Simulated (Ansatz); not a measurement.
## Ba3Sn: from a trial structure to a relaxed crystal

All numbers below come from Ansatz, DFT PBE, scalar-relativistic, plane waves, PAW. Cutoff 420 eV, Γ-centred k mesh, Gaussian smearing, no spin polarisation in the final step.

The start puts Ba3Sn on the TiAl3 (D0_22) structure type (I4/mmm, No. 139), with Sn in place of Ti, Ba in place of Al, at a guessed volume.

```yaml
crystal:
  lattice:
    - [-2.49808, 2.49808, 5.58012]
    - [2.49808, -2.49808, 5.58012]
    - [2.49808, 2.49808, -5.58012]
  atoms:
    - { symbol: Ba, position: [0.50000, 0.50000, 0.00000] }
    - { symbol: Ba, position: [0.25000, 0.75000, 0.50000] }
    - { symbol: Ba, position: [0.75000, 0.25000, 0.50000] }
    - { symbol: Sn, position: [0.00000, 0.00000, 0.00000] }
```

Steps on the 6×6×6 mesh (4 atoms). 5 of 5 steps are shown, and the free energy counts from the last. Trial steps that were taken back and renewals of the plane-wave basis can be among the rows.

```
step  ΔF (meV/atom) V (Å³/atom) P (GPa)
   1          135.3        34.82     5.55
   2           29.9        38.66     2.15
   3            3.0        41.49     0.53
   4            0.5        42.49     0.08
   5            0.0        42.49     0.10
```

A final relaxation ran on a 12×12×12 mesh. The relaxed crystal, I4/mmm (No. 139):

```
Ba Sn
1.0
    -2.74934    2.74934    5.66382
     2.74934   -2.74934    5.66382
     2.74934    2.74934   -5.66382
Ba Sn
3 1
Direct
  0.50000 0.50000 0.00000
  0.25000 0.75000 0.50000
  0.75000 0.25000 0.50000
  0.00000 0.00000 0.00000
```

```
Volume per atom          : 42.81 Å³
Density                  : 5.15 g/cm³
Energy over the elements : -0.30 eV/atom
Gap on the 12×12×12 mesh : 0 eV (a metal)
```

Energies over the elements count from the elements' standard structures at the same level, with no empirical corrections.

The final run used a 12×12×12 mesh on its 4-atom cell and 0.10 eV smearing. For metals, differences of a few meV/atom aren't resolved.

A structure relaxed within its symmetry needn't be a true minimum.

Cost: 3 runs of about 4 core-minutes in all, on Arm Neoverse V2 (shared hosts).